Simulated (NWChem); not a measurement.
System: C3H7, doublet; SMILES C[CH]C

NWChem input:

```
start job
memory heap 200 mb stack 900 mb global 1100 mb
geometry units angstroms noautoz
  C      0.191113     0.016714     1.294653
  C     -0.520181    -0.135846     0.000000
  C      0.191113     0.016714    -1.294653
  H     -0.405598    -0.352144     2.142567
  H      1.155343    -0.521767     1.295884
  H      0.435294     1.077587     1.514733
  H     -1.615134    -0.125311     0.000000
  H     -0.405598    -0.352144    -2.142567
  H      0.435294     1.077587    -1.514733
  H      1.155343    -0.521767    -1.295884
end
basis spherical
  * library def2-svp
end
basis "cd basis" spherical
  * library "Weigend Coulomb Fitting"
end
dft
  odft
  mult 2
  xc xtpss03 ctpss03
  iterations 150
end
task dft gradient
```

Output (shortened):

```
             Northwest Computational Chemistry Package (NWChem) 7.3.0
             --------------------------------------------------------

 CS  symmetry detected

                             Geometry "geometry" -> ""
                             -------------------------

 Output coordinates in angstroms (scale by  1.889725989 to convert to a.u.)

  No.       Tag          Charge          X              Y              Z
 ---- ---------------- ---------- -------------- -------------- --------------
    1 C                    6.0000     0.19632697    -0.00140197    -1.29465300
    2 C                    6.0000    -0.53021006    -0.03824838     0.00000000
    3 C                    6.0000     0.19632697    -0.00140197     1.29465300
    4 H                    1.0000    -0.45169212    -0.27008673    -2.14256700
    5 H                    1.0000     1.06203342    -0.68715238    -1.29588400
    6 H                    1.0000     0.60702018     1.00676814    -1.51473300
    7 H                    1.0000    -1.60938623     0.14725593     0.00000000
    8 H                    1.0000    -0.45169212    -0.27008673     2.14256700
    9 H                    1.0000     0.60702018     1.00676814     1.51473300
   10 H                    1.0000     1.06203342    -0.68715238     1.29588400

 Effective nuclear repulsion energy (a.u.)      75.3058354220

      Symmetry information
      --------------------

 Group name             Cs
 Group number              2
 Group order               2
 No. of unique centers     6

 Summary of "cd basis" -> "" (spherical)
 ------------------------------------------------------------------------------
       Tag                 Description            Shells   Functions and Types
 ---------------- ------------------------------  ------  ---------------------
 *                  Weigend Coulomb Fitting           on all atoms

                                 NWChem DFT Module
                                 -----------------

 Summary of "ao basis" -> "ao basis" (spherical)
 ------------------------------------------------------------------------------
       Tag                 Description            Shells   Functions and Types
 ---------------- ------------------------------  ------  ---------------------
 C                          def2-svp                 6       14   3s2p1d
 H                          def2-svp                 3        5   2s1p

 Summary of "cd basis" -> "cd basis" (spherical)
 ------------------------------------------------------------------------------
       Tag                 Description            Shells   Functions and Types
 ---------------- ------------------------------  ------  ---------------------
 C                  Weigend Coulomb Fitting         15       49   6s4p3d1f1g
 H                  Weigend Coulomb Fitting          5       11   3s1p1d

      Symmetry analysis of basis
      --------------------------

        a'         43
        a"         34

            General Information
            -------------------
          SCF calculation type: DFT
          Wavefunction type:  spin polarized.
          No. of atoms     :    10
          No. of electrons :    25
           Alpha electrons :    13
            Beta electrons :    12
          Charge           :     0
          Spin multiplicity:     2
          Use of symmetry is: on ; symmetry adaption is: on
          Maximum number of iterations: 150
          AO basis - number of functions:    77
                     number of shells:    39
          A Charge density fitting basis will be used.
          CD basis - number of functions:   224
                     number of shells:    80
          Convergence on energy requested:  1.00D-06
          Convergence on density requested:  1.00D-05
          Convergence on gradient requested:  5.00D-04

              XC Information
              --------------
                  TPSS metaGGA Exchange Functional  1.000
             TPSS03 metaGGA Correlation Functional  1.000

             Grid Information
             ----------------
          Grid used for XC integration:  medium
          Radial quadrature: Mura-Knowles
          Angular quadrature: Lebedev.
          Tag              B.-S. Rad. Rad. Pts. Rad. Cut. Ang. Pts.
          ---              ---------- --------- --------- ---------
          C                   0.70       49          10.0       434
          H                   0.35       45          11.0       434
          Grid pruning is: on
          Number of quadrature shells:   278
          Spatial weights used:  Erf1

      Superposition of Atomic Density Guess
      -------------------------------------

 Sum of atomic energies:        -116.36938464

      Non-variational initial energy
      ------------------------------

 Total energy =    -118.328662
 1-e energy   =    -302.985650
 2-e energy   =     109.351152
 HOMO         =      -0.122843
 LUMO         =       0.107719

   Symmetry analysis of molecular orbitals - initial alpha
   -------------------------------------------------------

  Numbering of irreducible representations:

     1 a'          2 a"

  Orbital symmetries:

     1 a'          2 a"          3 a'          4 a'          5 a"
     6 a'          7 a'          8 a'          9 a"         10 a"
    11 a"         12 a'         13 a'         14 a'         15 a'
    16 a"         17 a'         18 a'         19 a"         20 a"
    21 a'         22 a"         23 a'

   Symmetry analysis of molecular orbitals - initial beta
   ------------------------------------------------------

  Numbering of irreducible representations:

     1 a'          2 a"

  Orbital symmetries:

     1 a'          2 a"          3 a'          4 a'          5 a"
     6 a'          7 a'          8 a'          9 a"         10 a"
    11 a"         12 a'         13 a'         14 a'         15 a'
    16 a"         17 a'         18 a'         19 a"         20 a"
    21 a'         22 a"         23 a'

      3 Center 2 Electron Integral Information
      ----------------------------------------
          Maximum number of 3-center 2e- integrals is:         1328096.
            This is reduced with Schwarz screening to:          799904.
            Incore requires a per proc buffer size of:          737409.
          Minimum dble words available (all nodes) is:       144166676
                   This is reduced (for later use) to:       143876679
                      proc 0 Suggested buffer size is:          737409
                         Max Suggested buffer size is:          737409
                              no. integral batches is:            1000

           0.737 MW buffer allocated for incore 3-center
          2e- integral storage on stack.

   convergence    iter        energy       DeltaE   RMS-Dens  Diis-err
 ---------------- ----- ----------------- --------- --------- ---------
 d= 0,ls=0.0,diis     1   -118.3828961254 -1.94D+02  3.48D-03  5.04D-02
                                                     3.40D-03  4.58D-02
 d= 0,ls=0.0,diis     2   -118.4139522199 -3.11D-02  1.23D-03  2.36D-03
                                                     8.37D-04  2.66D-03
 d= 0,ls=0.0,diis     3   -118.4144994372 -5.47D-04  4.92D-04  1.76D-03
                                                     4.37D-04  1.57D-03
 d= 0,ls=0.0,diis     4   -118.4153826284 -8.83D-04  1.47D-04  8.43D-05
                                                     9.57D-05  6.86D-05
 d= 0,ls=0.0,diis     5   -118.4154314027 -4.88D-05  4.82D-05  2.39D-06
                                                     3.91D-05  6.50D-06
  Resetting Diis
 d= 0,ls=0.0,diis     6   -118.4154348160 -3.41D-06  2.19D-05  1.47D-06
                                                     9.56D-06  5.67D-07
 d= 0,ls=0.0,diis     7   -118.4154354402 -6.24D-07  9.36D-06  1.23D-07
                                                     9.34D-06  2.25D-07

         Total DFT energy =     -118.415435440153
      One electron energy =     -306.457474762663
           Coulomb energy =      131.607794634286
    Exchange-Corr. energy =      -18.871590733783
 Nuclear repulsion energy =       75.305835422008

 Numeric. integr. density =       24.999991631526

                  Occupations of the irreducible representations
                  ----------------------------------------------

                     irrep           alpha         beta
                     --------     --------     --------
                     a'                8.0          7.0
                     a"                5.0          5.0

                    DFT Final Alpha Molecular Orbital Analysis
                    ------------------------------------------

[...]

                         DFT ENERGY GRADIENTS

    atom               coordinates                        gradient
                 x          y          z           x          y          z
   1 C       0.371004  -0.002649  -2.446539   -0.001266   0.000583   0.003651
   2 C      -1.001952  -0.072279   0.000000    0.003411   0.000925   0.000000
   3 C       0.371004  -0.002649   2.446539   -0.001266   0.000583  -0.003651
   4 H      -0.853574  -0.510390  -4.048865    0.001503   0.000510   0.001896
   5 H       2.006952  -1.298530  -2.448866   -0.002084   0.001461  -0.000013
   6 H       1.147102   1.902516  -2.862430   -0.001190  -0.002740   0.000726
   7 H      -3.041299   0.278273   0.000000    0.002661  -0.000554   0.000000
   8 H      -0.853574  -0.510390   4.048865    0.001503   0.000510  -0.001896
   9 H       1.147102   1.902516   2.862430   -0.001190  -0.002740  -0.000726
  10 H       2.006952  -1.298530   2.448866   -0.002084   0.001461   0.000013
```

Level: TPSS/def2-SVP, spin-unrestricted, Coulomb fitting. In the optimisation the excess spin sits in a' (Cs, its own frame). Structure relaxed at the PBE0/def2-SVP, spin-unrestricted level. No stability test was run on the SCF state.
